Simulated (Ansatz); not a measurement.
Antiferromagnetic (type II) rock-salt MnS, treated with r²SCAN0 (Ansatz, a program for electronic structure, plane waves, PAW).

Numerical settings: plane-wave cutoff 520 eV, 8×8×8 k mesh, Fermi–Dirac smearing 0.01 eV, spin-polarised with opposed moments, scalar-relativistic PAW data made under PBE.

Cell (measured lattice):

```yaml
crystal:
  lattice:
    - [5.22360, 2.61180, 2.61180]
    - [2.61180, 5.22360, 2.61180]
    - [2.61180, 2.61180, 5.22360]
  atoms:
    - { symbol: Mn, position: [0.00000, 0.00000, 0.00000], spin: 5.0 }
    - { symbol: Mn, position: [0.50000, 0.50000, 0.50000], spin: -5.0 }
    - { symbol: S, position: [0.25000, 0.25000, 0.25000] }
    - { symbol: S, position: [0.75000, 0.75000, 0.75000] }
```

Give the computed band gap, smallest direct gap on the k points sampled, Γ–Γ gap and magnetic moment (largest site, within a sphere).


* **band gap**: 4.20 eV (on the SCF k mesh) (indirect)
* **smallest direct gap on the k points sampled**: 4.81 eV
* **Γ–Γ gap**: 6.06 eV
* **magnetic moment (largest site, within a sphere)**: 4.49 μB

Note: cell and atoms aren't relaxed at this level (pressure -0.3 GPa).

Spins in the cell block are starting values.

Moments are spin moments.

Static lattice: no zero-point or thermal effects.

Cost on a shared machine: around 14 core-minutes (rough).
